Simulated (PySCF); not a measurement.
Molecule: `InChI=1S/C2HNO/c3-1-2-4/h2H`.

Atoms are numbered as in `[N:1]#[C:2][CH:3]=[O:4]` (H(Xn): hydrogen on atom n).

Spin–spin couplings on one PBE0-D3(BJ)/def2-SVP geometry, PySCF, gas phase, non-relativistic, equivalent pairs averaged; isotopes $^{13}$C, $^{1}$H, $^{17}$O, $^{15}$N; basis pcJ-1.

How do the couplings (Hz) change with the functional? Times are CPU seconds on shared hosts with different chips, so compare them loosely.

Results:


| functional | functions | $^{1}J$(C3,H(C3)) | $^{1}J$(C2,C3) | $^{1}J$(C3,O4) | $^{1}J$(N1,C2) | $^{2}J$(C2,H(C3)) | $^{2}J$(N1,C3) | $^{2}J$(O4,H(C3)) | core-s |
| --- | --- | --- | --- | --- | --- | --- | --- | --- | --- |
| LDA | 118 | 170.7 | 56.7 | 39.2 | -4.6 | 36.1 | 3.2 | -2.7 | 5.4 |
| PBE | 118 | 197.9 | 66.0 | 36.5 | -6.9 | 42.0 | 3.7 | -3.9 | 8.6 |
| KT2 | 118 | 217.4 | 51.5 | 41.7 | -0.5 | 47.3 | 4.8 | -3.8 | 8.8 |
| B3LYP | 118 | 216.9 | 80.9 | 30.2 | -16.0 | 42.3 | 3.3 | -4.7 | 4.6 |
| PBE0 | 118 | 206.1 | 77.6 | 29.9 | -15.1 | 39.3 | 3.4 | -4.3 | 8.4 |
| B97-2 | 118 | 197.8 | 78.1 | 28.8 | -14.4 | 37.8 | 3.6 | -3.4 | 8.2 |
| BHandHLYP | 118 | 234.2 | 99.7 | 17.0 | -29.9 | 39.8 | 4.2 | -4.4 | 9.2 |
| CAM-B3LYP | 118 | 215.8 | 83.1 | 29.1 | -18.6 | 40.8 | 2.6 | -4.9 | 11 | Left out for a near triplet instability: HF/pcJ-1.
